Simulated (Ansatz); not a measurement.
Born–Oppenheimer molecular dynamics of C$_{4}$H$_{5}$ (9 atoms, charge 1, multiplicity 1). It starts from a relaxed structure.

All numbers below come from Ansatz, UKS r2SCANh/STO-3G.

```yaml
ensemble: NVE (Milne-controlled integrator)
time_step: 1 fs
steps_asked: 191
starting_velocities_drawn_for: 2000 K
seed: 951593
```

First frame:

```xyz
9
Properties=species:S:1:pos:R:3
C -0.442 0.830 -1.661
C 0.037 0.132 -0.677
C 0.567 -0.629 0.367
C 0.060 -0.466 1.650
H -0.013 1.819 -1.931
H -1.297 0.465 -2.267
H 1.379 -1.347 0.158
H -0.755 0.254 1.866
H 0.464 -1.058 2.497
```

Question: What does the run give?

Answer: All steps were run.

```json
{"steps done": "191", "time covered": "191 fs", "mean temperature over the second half": "986 K", "spread of the potential energy over the second half": "18.8 meV per atom", "mean potential energy of the second half above the start": "101.9 meV per atom"}
```

The conserved energy stayed within 2.3 meV per atom of its start (net change -1.2 meV per atom), so there is no drift, though single steps change it by up to 28 meV in the whole system, a sign of fast motions only just resolved. The temperature averaged 0.49 of the 2000 K drawn at the start: a run that starts near a minimum puts about half its kinetic energy into the potential. A run of 0.19 ps of so small a system gives no equilibrium averages. Limits of this set-up: minimal basis, the dipole of an ion depends on the origin.

Question: What happens to the structure?

Answer: The same pairs are bonded in the first frame and the last. Pairs count as bonded within 1.25 times the sum of covalent radii (0.12 Å more for H–H). Another seed would give other details.

Question: How do temperature and energy run in time?

Answer: 
| time (fs) | T (K) | potential energy less start (eV) | conserved less start (meV/atom) |
| --- | --- | --- | --- |
| 0.0 | 2000 | 0.000 | 0.00 |
| 6.0 | 670 | 1.207 | 0.43 |
| 12.0 | 847 | 1.044 | 0.00 |
| 18.0 | 1026 | 0.872 | -1.08 |
| 24.0 | 719 | 1.159 | -0.07 |
| 30.0 | 1252 | 0.675 | -0.20 |
| 36.0 | 1091 | 0.839 | 1.77 |
| 42.0 | 761 | 1.110 | -1.27 |
| 48.0 | 1099 | 0.818 | 0.39 |
| 54.0 | 987 | 0.914 | -0.26 |
| 60.0 | 1053 | 0.860 | 0.38 |
| 66.0 | 1169 | 0.755 | 0.34 |
| 72.0 | 1008 | 0.902 | 0.41 |
| 78.0 | 1002 | 0.900 | -0.32 |
| 84.0 | 819 | 1.068 | -0.10 |
| 90.0 | 1222 | 0.696 | -0.85 |
| 96.0 | 722 | 1.156 | -0.02 |
| 102.0 | 1201 | 0.726 | 0.32 |
| 108.0 | 960 | 0.946 | 0.45 |
| 114.0 | 939 | 0.965 | 0.63 |
| 120.0 | 957 | 0.937 | -0.68 |
| 126.0 | 865 | 1.028 | 0.08 |
| 132.0 | 967 | 0.925 | -1.12 |
| 138.0 | 1300 | 0.640 | 0.75 |
| 144.0 | 967 | 0.941 | 0.74 |
| 150.0 | 1002 | 0.906 | 0.32 |
| 156.0 | 682 | 1.191 | -0.16 |
| 162.0 | 1081 | 0.819 | -1.36 |
| 168.0 | 1010 | 0.893 | -0.32 |
| 174.0 | 973 | 0.940 | 1.25 |
| 180.0 | 1195 | 0.722 | -0.63 |
| 186.0 | 753 | 1.131 | 0.36 |

Run time: 11 min on 1 thread of Arm Neoverse V1, on a shared host, peak memory 0.15 GiB.
